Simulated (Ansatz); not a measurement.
in.yaml

```yaml
crystal:
  periodic: [false, false, false]
  atoms:
    - {symbol: Si, position_ang: [0.000000, 0.000000, 0.000000]}
    - {symbol: Si, position_ang: [0.000000, 0.000000, 2.254714]}
basis:
  gaussian: {orbitals: 6-31G}
total_charge: 1
magnetization: {spin_polarized: false, initial_magnetization: 1}
correlation: {method: fci, electrons: outside_noble_gas}
```

```sh
$ ansatz run in.yaml --threads 1 --pin off --events-out ev --progress --plain --max-ram 2393MiB
```

Output:

```
495 factors; integrals over basis functions are off by at most 4.2e-8 eV
mean field evaluation 1: about -15710.1984 eV, gradient 3.4e0 eV
mean field evaluation 2: about -15710.2017 eV, gradient 3.4e0 eV
mean field evaluation 4: about -15710.2829 eV, gradient 1.5e-1 eV
mean field evaluation 8: about -15710.2831 eV, gradient 1.7e-5 eV
mean field evaluation 16: about -15711.3280 eV, gradient 3.5e0 eV
mean field evaluation 32: about -15711.4315 eV, gradient 9.0e-2 eV
mean field evaluation 64: about -15711.4312 eV, gradient 1.4e-1 eV
mean field evaluation 96: about -15710.1984 eV, gradient 3.4e0 eV
mean field -15711.43181374 eV, -577.3844695640 hartree, gradient 2.6e-6 eV, S^2 0.750000; 14 other end points of the search recorded, 0 dependent functions left out
mean field evaluation 128: about -15711.9561 eV, gradient 2.4e0 eV
determinant -15711.43181374 eV, -577.3844695640 hartree, with singles and doubles -15713.76201770 eV, -577.4701029799 hartree
determinant -15711.07276439 eV, -577.3712747435 hartree, with singles and doubles -15713.98512064 eV, -577.4783018620 hartree
determinant -15710.28306539 eV, -577.3422538409 hartree, with singles and doubles -15713.73586053 eV, -577.4691417216 hartree
determinant -15711.43181374 eV, -577.3844695640 hartree, with singles and doubles -15713.77065756 eV, -577.4704204889 hartree
determinant -15711.07276439 eV, -577.3712747435 hartree, with singles and doubles -15713.98630088 eV, -577.4783452349 hartree
determinant -15710.28306539 eV, -577.3422538409 hartree, with singles and doubles -15713.74447670 eV, -577.4694583602 hartree
unrestricted determinant -15712.22923901 eV, -577.4137744023 hartree, S^2 1.8564
10 core orbitals not correlated: weight in the atoms' cores, before any rotation towards them, 1.000 or more for the frozen orbitals, at most 0.000 for the correlated occupied ones
reference -15711.43181374 eV, -577.3844695640 hartree; 4, 3 occupied and 12, 13 virtual orbitals, 495 factors
state -15714.19668516 eV, -577.4860767144 hartree
10 core orbitals not correlated: weight in the atoms' cores, before any rotation towards them, 1.000 or more for the frozen orbitals, at most 0.000 for the correlated occupied ones
state -15714.19715000 eV, -577.4860937971 hartree
Total energy: -15714.19715000 eV, -577.4860937971 hartree
```

Ran on 1 thread of Arm Neoverse V1, shared host: 9 s wall, 0.19 GiB peak host memory.
